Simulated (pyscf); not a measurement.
Optimised with ωB97X-D3(BJ)/def2-SVP in PySCF.

**Question.** Estimate by transition-state theory the rate constant of HS–Ta(Cl)(Cl)(Cl)–Cl + H₂ → Cl–TaH(Cl)(Cl)–Cl + H₂S (singlet surface; S–Ta, H–H broken, H–Ta, H–S formed) at 298 K, with ωB97M-D3(BJ)/def2-TZVP energies (ideal gas, 1 atm, RRHO with modes under 100 cm⁻¹ raised to 100, one conformer, R ln 2 for chiral ones without a mode under 150 cm⁻¹; no tunnelling).

**Answer.** The electronic barrier is 23.2 kcal/mol and the thermal terms add +9.2, so ΔG‡ = 32.3 kcal/mol. With k_BT/h = 6.21e+12 s⁻¹ and RT = 0.592 kcal/mol, and a volume of 4.06e-20 cm³ per molecule at 1 atm, k = 5.1e-31 cm³ molecule⁻¹ s⁻¹. Wigner's tunnelling factor for 953i cm⁻¹ would be 1.88, likely too low at so high a frequency. A shift of 1 kcal/mol in the barrier changes k by a factor 5.4. On the product side the descent ends in an adduct with a S–Ta contact, 16.7 kcal/mol under the separated species and 15.9 kcal/mol under the saddle at ωB97X-D3(BJ)/def2-TZVP. What is counted as broken (S–Ta) persists as a longer contact in the product adduct; parting that adduct is a step of its own. One saddle was located; it need not be the lowest between these sides. Elements past Kr carry the def2 core potentials, without spin-orbit coupling.
